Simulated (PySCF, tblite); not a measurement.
# HNO: protonation

Aim: compute the protonation of HNO (`N=O`).

Programs: tblite 0.8.0 and PySCF 2.14.0, with routines of our own; each step states its level. All values are computed. Atoms count from 0.

## 1. The starting structure

3 atoms, charge 0, multiplicity 1; geometry from: start built from the parent or by distance geometry.

## 2. Optimising the geometry with GFN2-xTB

The job: settings as JSON, then the geometry in Å.

```
{"job": {"kind": "relax", "xc": "GFN2-xTB", "basis": "xTB"}, "charge": 0, "multiplicity": 1}
N     -0.050000     0.367600    -0.005300
O      0.974600    -0.158700    -0.023000
H     -0.901600    -0.214000     0.003200
```

Launch:

```bash
OMP_NUM_THREADS=1 python redox_run.py task.json out
```

This one command runs all jobs of the session in turn.

The program printed:

```text
step      E/eV     max force
  0    -199.92733    4.962
  1    -199.86071    4.949
  2    -200.07173    1.249
  3    -200.08177    0.472
  4    -200.08337    0.129
  5    -200.08403    0.089
  6    -200.08422    0.032
  7    -200.08423    0.005
```

It took 0.01 s on 1 thread of Arm Neoverse V2, shared host.

Along the way: (the energy doesn't fall at every step)

| step | energy from step 0 (eV) | largest force (eV/Å) |
| --- | --- | --- |
| 0 | 0.0000 | 4.9620 |
| 1 | 0.0666 | 4.9494 |
| 2 | -0.1444 | 1.2492 |
| 3 | -0.1544 | 0.4725 |
| 4 | -0.1560 | 0.1288 |
| 5 | -0.1567 | 0.0894 |
| 6 | -0.1569 | 0.0322 |
| 7 | -0.1569 | 0.0050 |

Distances of close pairs at the start and the end, largest changes first:

| bond | before (Å) | after (Å) | change (Å) |
| --- | --- | --- | --- |
| N0–O1 | 1.152 | 1.201 | +0.049 |
| N0–H2 | 1.031 | 1.062 | +0.031 |

The end geometry stands in the next job.

## 3. Vibrational analysis with GFN2-xTB

The job: settings as JSON, then the geometry in Å.

```
{"job": {"kind": "ir", "xc": "GFN2-xTB", "basis": "xTB"}, "charge": 0, "multiplicity": 1}
N     -0.060323     0.414156    -0.004850
O      0.982241    -0.181909    -0.023267
H     -0.898957    -0.237323     0.003010
```

The program printed:

```text
mode    cm-1     km/mol
  1    1466.4     30.45
  2    1662.6     64.56
  3    2738.3    102.07
ZPE 35.094  H(298)-E 45.031  G(298)-E -20.712 kJ/mol  S 220.50 J/(mol K)
```

Run time: 0.04 s. Hardware: 1 thread of Arm Neoverse V2, shared host.

Which atoms move in the most intense modes:

| cm⁻¹ | km/mol | atoms |
| --- | --- | --- |
| 1466 | 30.4 | H2 84 % |
| 1663 | 64.6 | N0 55 %, O1 45 % |
| 2738 | 102.1 | H2 94 % |

## 4. Optimising the geometry at PBE0-D3(BJ)/def2-SVP

The job: settings as JSON, then the geometry in Å.

```
{"job": {"xc": "PBE0", "basis": "def2-SVP", "d3": "d3bj", "grid": 1, "kind": "geom"}, "charge": 0, "multiplicity": 1}
N     -0.060323     0.414156    -0.004850
O      0.982241    -0.181909    -0.023267
H     -0.898957    -0.237323     0.003010
```

The program printed:

```text
step   0  E = -130.22757033  max force = 0.026008
step   1  E = -130.22765351  max force = 0.013285
step   2  E = -130.22851796  max force = 0.002864
step   3  E = -130.22852392  max force = 0.000664
step   4  E = -130.22852448  max force = 0.000095
optimisation converged
```

Run time: 1.1 s. Hardware: 1 thread of Arm Neoverse V2, shared host.

Step by step:

| step | energy from step 0 (eV) | largest force component (eV/Å) |
| --- | --- | --- |
| 0 | 0.0000 | 1.3374 |
| 1 | -0.0023 | 0.6831 |
| 2 | -0.0258 | 0.1473 |
| 3 | -0.0259 | 0.0341 |
| 4 | -0.0260 | 0.0049 |

Distances of close pairs at the start and the end, largest changes first:

| bond | before (Å) | after (Å) | change (Å) |
| --- | --- | --- | --- |
| N0–O1 | 1.201 | 1.189 | -0.012 |
| N0–H2 | 1.062 | 1.071 | +0.009 |

The end geometry stands in the next job.

| at the end point | value |
| --- | --- |
| point group (found at 0.08 Å tolerance) | Cs |
| rotational constants (GHz, main isotopes) | 555.0, 43.631, 40.451 |
| dipole moment (D) | 1.69 |

## 5. Harmonic vibrations (HNO): PBE0-D3(BJ)/def2-SVP

The job: settings as JSON, then the geometry in Å.

```
{"job": {"xc": "PBE0", "basis": "def2-SVP", "d3": "d3bj", "grid": 2, "kind": "hessian"}, "charge": 0, "multiplicity": 1}
N     -0.055535     0.432270    -0.003881
O      0.958994    -0.186996    -0.028203
H     -0.880497    -0.250349     0.006977
```

The program printed:

```text
coarse grid: 2768 points
cycle   1  E = -130.1360855546  dE =  2.655e-01  |g| = 6.081e-01  |ddm| = 1.974e+00
cycle   2  E = -129.8668386454  dE =  2.692e-01  |g| = 1.329e+00  |ddm| = 1.174e+00
cycle   3  E = -130.2088662944  dE = -3.420e-01  |g| = 4.192e-02  |ddm| = 8.212e-01
cycle   4  E = -130.2091775384  dE = -3.112e-04  |g| = 1.249e-02  |ddm| = 4.813e-02
cycle   5  E = -130.2092046029  dE = -2.706e-05  |g| = 4.833e-03  |ddm| = 1.322e-02
cycle   6  E = -130.2092094377  dE = -4.835e-06  |g| = 9.891e-04  |ddm| = 4.654e-03
final grid: 27576 points
cycle   7  E = -130.2285119047  dE =  1.311e-05  |g| = 1.192e-02  |ddm| = 1.250e-02
cycle   8  E = -130.2284042751  dE =  1.076e-04  |g| = 2.677e-02  |ddm| = 2.177e-02
cycle   9  E = -130.2285385622  dE = -1.343e-04  |g| = 3.107e-04  |ddm| = 1.530e-02
cycle  10  E = -130.2285385849  dE = -2.268e-08  |g| = 9.130e-05  |ddm| = 4.261e-04
cycle  11  E = -130.2285385865  dE = -1.571e-09  |g| = 2.769e-05  |ddm| = 8.445e-05
cycle  12  E = -130.2285385866  dE = -1.527e-10  |g| = 2.398e-06  |ddm| = 2.303e-05
cycle  13  E = -130.2285385866  dE = -2.530e-12  |g| = 5.542e-07  |ddm| = 4.810e-06
converged SCF energy = -130.2285385866

mode    cm-1
  1    1580.1
  2    1788.8
  3    2862.8
ZPE 37.274  H(298)-E 47.203  G(298)-E -18.554 kJ/mol  S 220.55 J/(mol K)
```

Wall time 2 s (1 thread of Arm Neoverse V2, shared host).

Zero-point energy 37.27 kJ/mol (xTB gave 35.09).

## 6. Single point (HNO): PBE0-D3(BJ)/def2-TZVP

Geometry: PBE0-D3(BJ)/def2-SVP.

The job: settings as JSON, then the geometry in Å.

```
{"job": {"kind": "sp", "xc": "PBE0", "basis": "def2-TZVP", "d3": "d3bj", "grid": 2}, "charge": 0, "multiplicity": 1}
N     -0.055535     0.432270    -0.003881
O      0.958994    -0.186996    -0.028203
H     -0.880497    -0.250349     0.006977
```

The program printed:

```text
coarse grid: 2768 points
cycle   1  E = -130.3199468948  dE =  2.716e-01  |g| = 6.042e-01  |ddm| = 1.500e+00
cycle   2  E = -130.0531296763  dE =  2.668e-01  |g| = 1.357e+00  |ddm| = 8.879e-01
cycle   3  E = -130.3878873085  dE = -3.348e-01  |g| = 4.756e-02  |ddm| = 6.099e-01
cycle   4  E = -130.3882581441  dE = -3.708e-04  |g| = 1.316e-02  |ddm| = 4.367e-02
cycle   5  E = -130.3882855598  dE = -2.742e-05  |g| = 4.675e-03  |ddm| = 1.077e-02
cycle   6  E = -130.3882896816  dE = -4.122e-06  |g| = 1.085e-03  |ddm| = 4.048e-03
final grid: 27576 points
cycle   7  E = -130.3861419976  dE =  5.580e-06  |g| = 1.216e-02  |ddm| = 1.240e-02
cycle   8  E = -130.3860346056  dE =  1.074e-04  |g| = 2.753e-02  |ddm| = 1.574e-02
cycle   9  E = -130.3861671796  dE = -1.326e-04  |g| = 5.627e-04  |ddm| = 1.124e-02
cycle  10  E = -130.3861672417  dE = -6.208e-08  |g| = 1.610e-04  |ddm| = 5.508e-04
cycle  11  E = -130.3861672468  dE = -5.154e-09  |g| = 3.050e-05  |ddm| = 1.524e-04
converged SCF energy = -130.3861672468
```

Run time: 0.38 s. Hardware: 1 thread of Arm Neoverse V2, shared host.

## 7. Relaxing the molecule with GFN2-xTB

This step treats H2NO+, `[NH2+]=O`.

The job: settings as JSON, then the geometry in Å.

```
{"job": {"kind": "relax", "xc": "GFN2-xTB", "basis": "xTB"}, "charge": 1, "multiplicity": 1}
N     -0.039300     0.426200    -0.009200
O      0.948300    -0.178300    -0.051200
H     -0.863000    -0.258000     0.010200
H     -0.124900     0.784200     0.957000
```

The program printed:

```text
step      E/eV     max force
  0    -198.72187    5.905
  1    -199.30153    6.016
  2    -200.13090    3.900
  3    -200.32748    0.781
  4    -200.34523    0.448
  5    -200.34861    0.130
  6    -200.34956    0.066
  7    -200.34968    0.044
  8    -200.34981    0.031
  9    -200.34986    0.017
 10    -200.34987    0.004
```

It took 0.03 s on 1 thread of Arm Neoverse V2, shared host.

Step by step:

| step | energy from step 0 (eV) | largest force (eV/Å) |
| --- | --- | --- |
| 0 | 0.0000 | 5.9047 |
| 1 | -0.5797 | 6.0165 |
| 2 | -1.4090 | 3.9002 |
| 3 | -1.6056 | 0.7805 |
| 4 | -1.6234 | 0.4477 |
| 5 | -1.6267 | 0.1300 |
| 6 | -1.6277 | 0.0661 |
| 7 | -1.6278 | 0.0444 |
| 8 | -1.6279 | 0.0315 |
| 9 | -1.6280 | 0.0170 |
| 10 | -1.6280 | 0.0036 |

Distances of close pairs at the start and the end, largest changes first:

| bond | before (Å) | after (Å) | change (Å) |
| --- | --- | --- | --- |
| N0–H3 | 1.034 | 1.056 | +0.022 |
| N0–H2 | 1.071 | 1.056 | -0.015 |
| N0–O1 | 1.159 | 1.163 | +0.004 |

The end geometry stands in the next job.

## 8. Harmonic vibrations with GFN2-xTB

The job: settings as JSON, then the geometry in Å.

```
{"job": {"kind": "ir", "xc": "GFN2-xTB", "basis": "xTB"}, "charge": 1, "multiplicity": 1}
N     -0.032738     0.197803     0.231659
O      1.007622    -0.149887    -0.154283
H     -0.927448    -0.229382    -0.131573
H     -0.126424     0.955526     0.961001
```

The program printed:

```text
mode    cm-1     km/mol
  1    1072.8    208.52
  2    1226.9      1.83
  3    1418.6     63.50
  4    1754.0     33.09
  5    2865.7     38.04
  6    2878.5     99.00
ZPE 67.090  H(298)-E 77.141  G(298)-E 11.833 kJ/mol  S 219.04 J/(mol K)
```

Wall time 0.05 s (1 thread of Arm Neoverse V2, shared host).

Which atoms move in the most intense modes:

| cm⁻¹ | km/mol | atoms |
| --- | --- | --- |
| 1073 | 208.5 | H3 37 %, H2 37 %, N0 23 % |
| 1227 | 1.8 | H3 37 %, H2 37 %, N0 18 % |
| 1419 | 63.5 | H2 48 %, H3 48 % |
| 1754 | 33.1 | N0 51 %, O1 47 % |
| 2866 | 38.0 | H2 49 %, H3 47 % |
| 2878 | 99.0 | H3 47 %, H2 44 % |

## 9. Relaxing the molecule at PBE0-D3(BJ)/def2-SVP

This step treats H2NO+, `[NH2+]=O`.

The job: settings as JSON, then the geometry in Å.

```
{"job": {"xc": "PBE0", "basis": "def2-SVP", "d3": "d3bj", "grid": 1, "kind": "geom"}, "charge": 1, "multiplicity": 1}
N     -0.032738     0.197803     0.231659
O      1.007622    -0.149887    -0.154283
H     -0.927448    -0.229382    -0.131573
H     -0.126424     0.955526     0.961001
```

The program printed:

```text
step   0  E = -130.51271181  max force = 0.005074
step   1  E = -130.51273207  max force = 0.004173
step   2  E = -130.51282840  max force = 0.001698
step   3  E = -130.51283085  max force = 0.000263
optimisation converged
```

Run time: 1 s. Hardware: 1 thread of Arm Neoverse V2, shared host.

Relaxation path:

| step | energy from step 0 (eV) | largest force component (eV/Å) |
| --- | --- | --- |
| 0 | 0.0000 | 0.2609 |
| 1 | -0.0006 | 0.2146 |
| 2 | -0.0032 | 0.0873 |
| 3 | -0.0032 | 0.0135 |

Distances of close pairs at the start and the end, largest changes first:

| bond | before (Å) | after (Å) | change (Å) |
| --- | --- | --- | --- |
| N0–O1 | 1.163 | 1.161 | -0.002 |
| N0–H2 | 1.056 | 1.055 | -0.001 |
| N0–H3 | 1.056 | 1.055 | -0.001 |

The end geometry stands in the next job.

| at the end point | value |
| --- | --- |
| point group (found at 0.08 Å tolerance) | C2v |
| rotational constants (GHz, main isotopes) | 304.2, 40.124, 35.448 |

## 10. Harmonic vibrations (H₂NO+, [NH2+]=O): PBE0-D3(BJ)/def2-SVP

The job: settings as JSON, then the geometry in Å.

```
{"job": {"xc": "PBE0", "basis": "def2-SVP", "d3": "d3bj", "grid": 2, "kind": "hessian"}, "charge": 1, "multiplicity": 1}
N     -0.038949     0.199510     0.234266
O      1.001156    -0.147743    -0.147882
H     -0.922935    -0.237171    -0.141523
H     -0.118261     0.959464     0.961943
```

The program printed:

```text
coarse grid: 3392 points
cycle   1  E = -130.3618900567  dE =  7.965e-01  |g| = 7.760e-01  |ddm| = 2.008e+00
cycle   2  E = -129.9994549931  dE =  3.624e-01  |g| = 1.612e+00  |ddm| = 1.425e+00
cycle   3  E = -130.4937491001  dE = -4.943e-01  |g| = 9.223e-02  |ddm| = 9.583e-01
cycle   4  E = -130.4949351498  dE = -1.186e-03  |g| = 5.178e-02  |ddm| = 8.573e-02
cycle   5  E = -130.4954615708  dE = -5.264e-04  |g| = 5.445e-03  |ddm| = 3.781e-02
cycle   6  E = -130.4954664952  dE = -4.924e-06  |g| = 1.500e-03  |ddm| = 2.869e-03
final grid: 32944 points
cycle   7  E = -130.5128136190  dE =  1.162e-05  |g| = 1.281e-02  |ddm| = 1.323e-02
cycle   8  E = -130.5126928943  dE =  1.207e-04  |g| = 2.863e-02  |ddm| = 2.248e-02
cycle   9  E = -130.5128439686  dE = -1.511e-04  |g| = 4.226e-04  |ddm| = 1.581e-02
cycle  10  E = -130.5128440081  dE = -3.951e-08  |g| = 8.366e-05  |ddm| = 3.810e-04
cycle  11  E = -130.5128440093  dE = -1.108e-09  |g| = 2.925e-05  |ddm| = 5.142e-05
cycle  12  E = -130.5128440094  dE = -1.591e-10  |g| = 1.992e-06  |ddm| = 1.911e-05
cycle  13  E = -130.5128440094  dE = -4.547e-13  |g| = 1.114e-07  |ddm| = 1.559e-06
converged SCF energy = -130.5128440094

mode    cm-1
  1    1215.3
  2    1376.2
  3    1653.1
  4    1930.9
  5    3131.5
  6    3267.0
ZPE 75.210  H(298)-E 85.197  G(298)-E 19.959 kJ/mol  S 218.81 J/(mol K)
```

It took 3.2 s on 1 thread of Arm Neoverse V2, shared host; peak memory 0.56 GiB.

Zero-point energy 75.21 kJ/mol (xTB gave 67.09).

## 11. Single point (H2NO+, [NH2+]=O): PBE0-D3(BJ)/def2-TZVP

Geometry: PBE0-D3(BJ)/def2-SVP.

The job: settings as JSON, then the geometry in Å.

```
{"job": {"kind": "sp", "xc": "PBE0", "basis": "def2-TZVP", "d3": "d3bj", "grid": 2}, "charge": 1, "multiplicity": 1}
N     -0.038949     0.199510     0.234266
O      1.001156    -0.147743    -0.147882
H     -0.922935    -0.237171    -0.141523
H     -0.118261     0.959464     0.961943
```

The program printed:

```text
coarse grid: 3392 points
cycle   1  E = -130.5450450909  dE =  8.014e-01  |g| = 7.614e-01  |ddm| = 1.454e+00
cycle   2  E = -130.1941226173  dE =  3.509e-01  |g| = 1.639e+00  |ddm| = 1.006e+00
cycle   3  E = -130.6693036753  dE = -4.752e-01  |g| = 1.098e-01  |ddm| = 6.583e-01
cycle   4  E = -130.6708433766  dE = -1.540e-03  |g| = 5.886e-02  |ddm| = 7.065e-02
cycle   5  E = -130.6714662800  dE = -6.229e-04  |g| = 4.853e-03  |ddm| = 3.183e-02
cycle   6  E = -130.6714701273  dE = -3.847e-06  |g| = 1.283e-03  |ddm| = 2.738e-03
final grid: 32944 points
cycle   7  E = -130.6671100193  dE = -1.592e-06  |g| = 1.213e-02  |ddm| = 1.359e-02
cycle   8  E = -130.6670075593  dE =  1.025e-04  |g| = 2.714e-02  |ddm| = 1.471e-02
cycle   9  E = -130.6671348767  dE = -1.273e-04  |g| = 6.040e-04  |ddm| = 1.061e-02
cycle  10  E = -130.6671349490  dE = -7.227e-08  |g| = 1.133e-04  |ddm| = 3.872e-04
cycle  11  E = -130.6671349512  dE = -2.250e-09  |g| = 3.512e-05  |ddm| = 6.118e-05
converged SCF energy = -130.6671349512
```

Wall time 0.44 s (1 thread of Arm Neoverse V2, shared host).

## 12. Optimising the geometry with GFN2-xTB

This step treats H₂NO+, `N=[OH+]`.

The job: settings as JSON, then the geometry in Å.

```
{"job": {"kind": "relax", "xc": "GFN2-xTB", "basis": "xTB"}, "charge": 1, "multiplicity": 1}
N     -0.039300     0.426200    -0.009200
O      0.948300    -0.178300    -0.051200
H     -0.863000    -0.258000     0.010200
H      1.315900    -0.203500    -0.970700
```

The program printed:

```text
step      E/eV     max force
  0    -198.09508    6.523
  1    -198.14274    4.876
  2    -198.43854    2.145
  3    -198.60994    2.764
  4    -198.87029    3.890
  5    -199.06214    9.355
  6    -199.23457    4.375
  7    -199.23416    4.311
  8    -199.22993    4.402
  9    -199.23688    4.265
 10    -199.24023    4.218
 11    -199.26556    3.925
 12    -199.32133    3.309
 13    -199.45839    2.448
 14    -199.58295    2.136
 15    -199.69764    4.151
 16    -199.78999    2.823
 17    -199.82917    1.363
 18    -199.88101    0.592
 19    -199.88535    0.155
 20    -199.88789    0.178
 21    -199.88966    0.109
 22    -199.88993    0.073
 23    -199.89028    0.038
 24    -199.89037    0.023
 25    -199.89039    0.005
```

Run time: 0.12 s. Hardware: 1 thread of Arm Neoverse V2, shared host.

The steps of the relaxation: (the energy doesn't fall at every step)

| step | energy from step 0 (eV) | largest force (eV/Å) |
| --- | --- | --- |
| 0 | 0.0000 | 6.5228 |
| 1 | -0.0477 | 4.8760 |
| 2 | -0.3435 | 2.1452 |
| 3 | -0.5149 | 2.7635 |
| 4 | -0.7752 | 3.8901 |
| 5 | -0.9671 | 9.3553 |
| 6 | -1.1395 | 4.3752 |
| 7 | -1.1391 | 4.3113 |
| 8 | -1.1349 | 4.4024 |
| 9 | -1.1418 | 4.2654 |
| 10 | -1.1452 | 4.2177 |
| 11 | -1.1705 | 3.9252 |
| 12 | -1.2262 | 3.3087 |
| 13 | -1.3633 | 2.4476 |
| 14 | -1.4879 | 2.1362 |
| 15 | -1.6026 | 4.1506 |
| 16 | -1.6949 | 2.8231 |
| 17 | -1.7341 | 1.3635 |
| 18 | -1.7859 | 0.5917 |
| 19 | -1.7903 | 0.1550 |
| 20 | -1.7928 | 0.1782 |
| 21 | -1.7946 | 0.1085 |
| 22 | -1.7948 | 0.0727 |
| 23 | -1.7952 | 0.0376 |
| 24 | -1.7953 | 0.0234 |
| 25 | -1.7953 | 0.0054 |

Distances of close pairs at the start and the end, largest changes first:

| bond | before (Å) | after (Å) | change (Å) |
| --- | --- | --- | --- |
| N0–O1 | 1.159 | 1.204 | +0.045 |
| O1–H3 | 0.991 | 1.021 | +0.031 |
| N0–H2 | 1.071 | 1.051 | -0.020 |

The next job starts from the end point, and lists it.

## 13. Infrared spectrum with GFN2-xTB

The job: settings as JSON, then the geometry in Å.

```
{"job": {"kind": "ir", "xc": "GFN2-xTB", "basis": "xTB"}, "charge": 1, "multiplicity": 1}
N     -0.056840     0.365233    -0.077043
O      0.746630    -0.456297    -0.436213
H     -0.956102    -0.058038     0.264258
H      1.628128    -0.064547    -0.771958
```

The program printed:

```text
mode    cm-1     km/mol
  1    1108.5    263.66
  2    1118.5    281.48
  3    1327.6      5.57
  4    1619.8     20.51
  5    2753.0    185.11
  6    2952.4     82.24
ZPE 65.076  H(298)-E 75.150  G(298)-E 8.128 kJ/mol  S 224.79 J/(mol K)
```

It took 0.05 s on 1 thread of Arm Neoverse V2, shared host.

Which atoms move in the most intense modes:

| cm⁻¹ | km/mol | atoms |
| --- | --- | --- |
| 1108 | 263.7 | H2 48 %, H3 46 % |
| 1118 | 281.5 | H3 49 %, H2 45 % |
| 1328 | 5.6 | H3 40 %, H2 38 %, N0 12 %, O1 11 % |
| 1620 | 20.5 | N0 52 %, O1 47 % |
| 2753 | 185.1 | H3 95 % |
| 2952 | 82.2 | H2 94 % |

## 14. Geometry optimisation at PBE0-D3(BJ)/def2-SVP

This step treats H2NO+, `N=[OH+]`.

The job: settings as JSON, then the geometry in Å.

```
{"job": {"xc": "PBE0", "basis": "def2-SVP", "d3": "d3bj", "grid": 1, "kind": "geom"}, "charge": 1, "multiplicity": 1}
N     -0.056840     0.365233    -0.077043
O      0.746630    -0.456297    -0.436213
H     -0.956102    -0.058038     0.264258
H      1.628128    -0.064547    -0.771958
```

The program printed:

```text
step   0  E = -130.47991088  max force = 0.029073
step   1  E = -130.48116958  max force = 0.010057
step   2  E = -130.48265997  max force = 0.004634
step   3  E = -130.48256172  max force = 0.004929
step   4  E = -130.48272049  max force = 0.000632
step   5  E = -130.48272525  max force = 0.000155
optimisation converged
```

It took 1.4 s on 1 thread of Arm Neoverse V2, shared host.

Relaxation path: (the energy doesn't fall at every step)

| step | energy from step 0 (eV) | largest force component (eV/Å) |
| --- | --- | --- |
| 0 | 0.0000 | 1.4950 |
| 1 | -0.0343 | 0.5172 |
| 2 | -0.0748 | 0.2383 |
| 3 | -0.0721 | 0.2535 |
| 4 | -0.0765 | 0.0325 |
| 5 | -0.0766 | 0.0080 |

Distances of close pairs at the start and the end, largest changes first:

| bond | before (Å) | after (Å) | change (Å) |
| --- | --- | --- | --- |
| O1–H3 | 1.021 | 1.002 | -0.019 |
| N0–O1 | 1.204 | 1.211 | +0.008 |
| N0–H2 | 1.051 | 1.052 | +0.002 |

The end geometry stands in the next job.

| at the end point | value |
| --- | --- |
| point group (found at 0.08 Å tolerance) | Cs |
| rotational constants (GHz, main isotopes) | 313.0, 38.872, 34.577 |

## 15. Harmonic vibrations (H₂NO+, N=[OH+]): PBE0-D3(BJ)/def2-SVP

The job: settings as JSON, then the geometry in Å.

```
{"job": {"xc": "PBE0", "basis": "def2-SVP", "d3": "d3bj", "grid": 2, "kind": "hessian"}, "charge": 1, "multiplicity": 1}
N      0.306274     0.380865    -0.699052
O      0.379215    -0.439287     0.189584
H      0.098996    -0.158777    -1.578523
H      0.577321     0.003508     1.066902
```

The program printed:

```text
coarse grid: 3392 points
cycle   1  E = -130.4159545224  dE =  6.749e-01  |g| = 4.739e-01  |ddm| = 2.024e+00
cycle   2  E = -130.3561997661  dE =  5.975e-02  |g| = 7.541e-01  |ddm| = 7.592e-01
cycle   3  E = -130.4580675966  dE = -1.019e-01  |g| = 1.884e-01  |ddm| = 5.090e-01
cycle   4  E = -130.4644323557  dE = -6.365e-03  |g| = 2.638e-02  |ddm| = 1.180e-01
cycle   5  E = -130.4645709749  dE = -1.386e-04  |g| = 3.142e-03  |ddm| = 2.391e-02
cycle   6  E = -130.4645731734  dE = -2.198e-06  |g| = 2.989e-04  |ddm| = 3.009e-03
final grid: 32944 points
cycle   7  E = -130.4827193311  dE =  5.544e-07  |g| = 9.436e-03  |ddm| = 1.111e-02
cycle   8  E = -130.4826593504  dE =  5.998e-05  |g| = 2.030e-02  |ddm| = 1.662e-02
cycle   9  E = -130.4827362371  dE = -7.689e-05  |g| = 3.739e-04  |ddm| = 1.125e-02
cycle  10  E = -130.4827362665  dE = -2.943e-08  |g| = 9.526e-05  |ddm| = 3.726e-04
cycle  11  E = -130.4827362682  dE = -1.676e-09  |g| = 2.196e-05  |ddm| = 7.515e-05
cycle  12  E = -130.4827362683  dE = -9.237e-11  |g| = 2.686e-06  |ddm| = 1.507e-05
converged SCF energy = -130.4827362683

mode    cm-1
  1    1277.5
  2    1329.7
  3    1592.4
  4    1689.6
  5    3251.6
  6    3397.2
ZPE 74.993  H(298)-E 84.981  G(298)-E 17.989 kJ/mol  S 224.69 J/(mol K)
```

It took 3.2 s on 1 thread of Arm Neoverse V2, shared host.

Zero-point energy 74.99 kJ/mol (xTB gave 65.08).

## 16. Single point (H2NO+, N=[OH+]): PBE0-D3(BJ)/def2-TZVP

Geometry: PBE0-D3(BJ)/def2-SVP.

The job: settings as JSON, then the geometry in Å.

```
{"job": {"kind": "sp", "xc": "PBE0", "basis": "def2-TZVP", "d3": "d3bj", "grid": 2}, "charge": 1, "multiplicity": 1}
N      0.306274     0.380865    -0.699052
O      0.379215    -0.439287     0.189584
H      0.098996    -0.158777    -1.578523
H      0.577321     0.003508     1.066902
```

The program printed:

```text
coarse grid: 3392 points
cycle   1  E = -130.5920943772  dE =  6.871e-01  |g| = 4.841e-01  |ddm| = 1.495e+00
cycle   2  E = -130.5353315885  dE =  5.676e-02  |g| = 7.791e-01  |ddm| = 6.026e-01
cycle   3  E = -130.6356869980  dE = -1.004e-01  |g| = 1.942e-01  |ddm| = 3.625e-01
cycle   4  E = -130.6419542177  dE = -6.267e-03  |g| = 3.188e-02  |ddm| = 9.222e-02
cycle   5  E = -130.6421167723  dE = -1.626e-04  |g| = 4.463e-03  |ddm| = 1.875e-02
cycle   6  E = -130.6421207350  dE = -3.963e-06  |g| = 4.352e-04  |ddm| = 2.998e-03
final grid: 32944 points
cycle   7  E = -130.6381560479  dE = -1.210e-05  |g| = 9.588e-03  |ddm| = 1.135e-02
cycle   8  E = -130.6380989914  dE =  5.706e-05  |g| = 2.044e-02  |ddm| = 1.169e-02
cycle   9  E = -130.6381718028  dE = -7.281e-05  |g| = 5.877e-04  |ddm| = 8.057e-03
cycle  10  E = -130.6381718611  dE = -5.829e-08  |g| = 1.533e-04  |ddm| = 3.820e-04
cycle  11  E = -130.6381718656  dE = -4.505e-09  |g| = 1.956e-05  |ddm| = 1.024e-04
converged SCF energy = -130.6381718656
```

Run time: 0.44 s. Hardware: 1 thread of Arm Neoverse V2, shared host.

[end of part 1 of 2]
